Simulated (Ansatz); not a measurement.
The same path of CH₆NSi (9 atoms, charge 0, multiplicity 2) was run twice with different band settings. The coordinate that changes most is the height of N3 over the plane of its neighbours.

The calculation used UKS PBE0/def2-SVP in Ansatz 0.2.0.

Relaxed end points:

```xyz
9
Properties=species:S:1:pos:R:3
C -0.918 0.617 -1.090
Si 0.562 0.200 -0.062
N 0.139 -1.018 1.098
H -1.675 -0.134 -1.343
H -1.083 1.608 -1.527
H 1.093 1.492 0.496
H 1.667 -0.401 -0.878
H 0.877 -1.586 1.498
H -0.574 -0.823 1.793
```

```xyz
9
Properties=species:S:1:pos:R:3
C -0.890 0.470 -1.154
Si 0.577 0.264 -0.033
N 0.341 -0.775 1.335
H -1.539 -0.368 -1.439
H -1.168 1.430 -1.606
H 0.966 1.629 0.438
H 1.718 -0.342 -0.793
H 0.477 -1.774 1.229
H -0.394 -0.580 2.005
```

Common settings: movable images 7; spring 5.0 eV/Å²; start path IDPP; force threshold 0.05 eV/Å; iteration limit 60; end points relaxed.

| run | climbing image | optimiser |
| --- | --- | --- |
| 1 | yes | quadratic models (default) |
| 2 | from the first iteration | lbfgs |

Problem. What does each run give, and how far can it be trusted?

Solution. Run 1: converged after 6 iterations, highest image 0.021 eV above the first end. The top lies less than 8 meV above the higher end, about what the thresholds resolve: that end is a shoulder or a very shallow well. A vibrational analysis at the climbing image gives one clearly imaginary mode, 216i cm⁻¹: a first-order saddle point.
Run 2: converged after 10 iterations, highest image 0.022 eV above the first end. The top lies less than 8 meV above the higher end, about what the thresholds resolve: that end is a shoulder or a very shallow well. Another band between the same ends (7 images) ends at a top of the same energy, where a vibrational analysis finds 1 clearly imaginary mode.
